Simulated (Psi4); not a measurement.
## A ladder of methods for H2CO (formaldehyde)

H2CO: 4 atoms, total charge 0, spin state singlet. SMILES: `C=O`. The shape was relaxed beforehand at PBE0/def2-TZVP.

Each level gives the dipole moment (D). The values are calculated.

(1) The value from experiment is 2.33 D (NIST CCCBDB). From what is known of these methods, estimate their order from the nearest to it to the farthest.
A. r2SCAN-D4/def2-TZVPP (density fitting) (Psi4)
B. wB97M-V/def2-TZVPP (density fitting) (Psi4)
C. PBE-D4/def2-TZVPP (density fitting) (Psi4)

Results:

(1) B (2.33 D, 0.00), A (2.23 D, -0.10), C (2.12 D, -0.21).
